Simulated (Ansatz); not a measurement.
System: but-2-yne, C₄H₆, charge 0, multiplicity 1. 
Structure (B3LYP-D3(BJ)/def2-TZVP (Ansatz, a quantum-chemistry and plane-wave program) minimum search):
SMILES: CC#CC
```xyz
10

C     -0.0002     0.0011     2.0565
C     -0.0001     0.0003     0.6006
C      0.0001    -0.0003    -0.6006
C      0.0002    -0.0011    -2.0565
H     -0.0090     1.0202     2.4498
H     -0.8782    -0.5156     2.4506
H      0.8864    -0.5005     2.4508
H     -0.0085     1.0175    -2.4509
H      0.8870    -0.5032    -2.4500
H     -0.8777    -0.5183    -2.4502
```
Charge 0, spin multiplicity 1.

Property: atomisation energy (electronic, to ground-state atoms), in eV. Correlated levels leave the core frozen unless marked. UHF or UKS for open shells. Spin-orbit coupling is left out. Non-relativistic. The coupled-cluster limit lacks core correlation, which all-electron functionals hold. CBS(X,Y): correlation extrapolated as X^-3; Hartree-Fock from the larger set. The bracket is a focal-point correction in the basis named.

| level | program | atomisation energy (eV) |
|---|---|---|
| HF/cc-pVDZ | Ansatz | 32.09 |
| PBE/def2-TZVPD | Ansatz | 44.45 |

**Question.** Estimate the value at RI-MP2/CBS(cc-pVTZ,cc-pVQZ)+[CCSD(T)-MP2]/cc-pVTZ as computed with Ansatz.

**Answer.** 43.44 eV, so PBE/def2-TZVPD differs from it by 1.01 eV.
